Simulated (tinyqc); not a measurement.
Worked calculation: ROHF in the sto-3g basis, for H2O+, spin multiplicity 2. One step of it, computed by the program tinyqc.

Task: Iteration 8 (converged): orbitals. Diagonalise F' = X^T F X, C = X C', fill 5 alpha and 4 beta electrons from the bottom; D(s) = C_occ C_occ^T. Each column has its largest component positive (the first on a tie).

converged F (hartree), lower triangle:
```
             1O 1s      1O 2s     1O 2px     1O 2py     1O 2pz      2H 1s      3H 1s
1O 1s   -20.886461
1O 2s    -5.303238  -2.877452
1O 2px    0.000000   0.000000  -0.563221
1O 2py    0.000000   0.000000   0.000000  -0.773737
1O 2pz   -0.018102  -0.066620   0.000000   0.000000  -0.816728
2H 1s    -0.582786  -0.719790   0.000000  -0.416736  -0.321276  -0.616974
3H 1s    -0.582786  -0.719790   0.000000   0.416736  -0.321276  -0.161395  -0.616974
```

X, lower triangle:
```
            1O 1s      1O 2s    1O 2px     1O 2py     1O 2pz      2H 1s     3H 1s
1O 1s    1.023027
1O 2s   -0.131172   1.095558
1O 2px   0.000000   0.000000  1.000000
1O 2py   0.000000   0.000000  0.000000   1.045551
1O 2pz  -0.004380   0.038176  0.000000   0.000000   1.019792
2H 1s    0.015354  -0.160190  0.000000  -0.131750  -0.083388   1.070672
3H 1s    0.015354  -0.160190  0.000000   0.131750  -0.083388  -0.033996  1.070672
```

Give: F' = X^T F X; orbital energies; coefficients C; D(alpha) after iteration 8; D(beta) after iteration 8.

Result:

F' = X^T F X (hartree), lower triangle:
```
          1        2        3        4        5        6        7
1  -20.5167
2   -2.6767  -1.8712
3    0.0000   0.0000  -0.5632
4    0.0000   0.0000   0.0000  -0.6320
5   -0.0339   0.0287   0.0000   0.0000  -0.7505
6   -0.0353  -0.3091   0.0000  -0.3229  -0.2280  -0.3724
7   -0.0353  -0.3091   0.0000   0.3229  -0.2280  -0.0322  -0.3724
```

orbital energies (hartree): MO1 -20.8940, MO2 -1.6476, MO3 -0.9655, MO4 -0.8984, MO5 -0.5632, MO6 -0.1028, MO7 -0.0067

coefficients C:
```
            MO1      MO2      MO3      MO4     MO5      MO6      MO7
1O 1s    0.9948  -0.2498   0.0000   0.0628  0.0000   0.0908   0.0000
1O 2s    0.0217   0.9571   0.0000  -0.3039  0.0000  -0.5112   0.0000
1O 2px   0.0000   0.0000   0.0000   0.0000  1.0000   0.0000   0.0000
1O 2py   0.0000   0.0000   0.7345   0.0000  0.0000   0.0000   0.7671
1O 2pz   0.0019   0.0859   0.0000   0.8570  0.0000  -0.5599   0.0000
2H 1s   -0.0033   0.0938   0.3543   0.2457  0.0000   0.7078  -0.7085
3H 1s   -0.0033   0.0938  -0.3543   0.2457  0.0000   0.7078   0.7085
```

D(alpha) after iteration 8, lower triangle:
```
          1O 1s    1O 2s  1O 2px   1O 2py  1O 2pz    2H 1s   3H 1s
1O 1s    1.0560
1O 2s   -0.2366   1.0089
1O 2px   0.0000   0.0000  1.0000
1O 2py   0.0000   0.0000  0.0000   0.5395
1O 2pz   0.0343  -0.1782  0.0000   0.0000  0.7419
2H 1s   -0.0113   0.0151  0.0000   0.2602  0.2186   0.1947
3H 1s   -0.0113   0.0151  0.0000  -0.2602  0.2186  -0.0563  0.1947
```

D(beta) after iteration 8, lower triangle:
```
          1O 1s    1O 2s  1O 2px   1O 2py  1O 2pz    2H 1s   3H 1s
1O 1s    1.0560
1O 2s   -0.2366   1.0089
1O 2px   0.0000   0.0000  0.0000
1O 2py   0.0000   0.0000  0.0000   0.5395
1O 2pz   0.0343  -0.1782  0.0000   0.0000  0.7419
2H 1s   -0.0113   0.0151  0.0000   0.2602  0.2186   0.1947
3H 1s   -0.0113   0.0151  0.0000  -0.2602  0.2186  -0.0563  0.1947
```
